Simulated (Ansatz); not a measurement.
## Ansatz (development build ahead of 0.2.0) run

```yaml
crystal:
  periodic: [false, false, false]
  atoms:
    - { symbol: C, position_ang: [0.01519, 0.01151, -0.62744] }
    - { symbol: C, position_ang: [-0.01688, 0.02467, 0.60678] }
    - { symbol: H, position_ang: [0.00942, 0.02776, -1.67286] }
    - { symbol: H, position_ang: [0.00524, 0.02936, 1.68253] }
basis:
  gaussian: { orbitals: def2-SVP }
magnetization:
  spin_polarized: true
  initial_magnetization: 2
hamiltonian:
  xc: hf
correlation:
  method: mp2
  frozen_orbitals: { C: 1, H: 0 }
output:
  forces: true
```

The input is written out in the form of the current development build from the run's settings.

Output:

```
Converged                       : yes
Reference energy                : -76.59427 hartree
Correlation energy              : -0.20253 hartree
Total energy                    : -76.79679 hartree
Spin squared of the determinant : 2.018
Stability test                  : minimum
```

Forces (eV/Å):
| atom | Fx | Fy | Fz |
| --- | --- | --- | --- |
| C1 | 0.765 | -0.263 | -8.660 |
| C2 | -0.797 | 0.326 | 10.012 |
| H3 | -0.178 | 0.044 | -1.067 |
| H4 | 0.210 | -0.107 | -0.286 |

Caution: another spin multiplicity may lie lower.
